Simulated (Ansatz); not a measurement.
We consider 2H MoTe2, described by r²SCAN-D4 (Ansatz, a first-principles code, plane waves, PAW).

Run with plane-wave cutoff 500 eV, 12×12×4 k mesh (along the axes of the cell as run), gaussian smearing 0.02 eV, no spin polarisation, scalar-relativistic PAW data made under PBE.

Computed at the level's own relaxed cell.

Estimate the equilibrium volume per atom, equilibrium lattice constant a, lattice parameter c and band gap that the calculation returns.


* **equilibrium volume per atom**: 25.87 Å³/atom
* **equilibrium lattice constant a**: 3.547 Å
* **lattice parameter c**: 14.250 Å
* **band gap**: 0.96 eV (on the SCF k mesh)

Measured, for comparison: band gap 1.06 ± 0.01 eV (4 K, zero-point motion not removed, indirect, absorption from ellipsometry, single crystal; as tabulated in Gulo et al. (2023), doi:10.1103/physrevmaterials.7.044001); lattice constant a 3.518 Å, lattice parameter c 13.974 Å (300 K, no zero-point or thermal correction; as tabulated in arXiv:1605.07067). Computed (rounded) less measured: lattice constant a +0.8 %, lattice parameter c +2.0 %.

Spin–orbit coupling is not included; with these elements it can move the gap by several tenths of an eV or more.

Computed values are for the static lattice.

Cost on a shared machine: roughly 5 core-minutes.
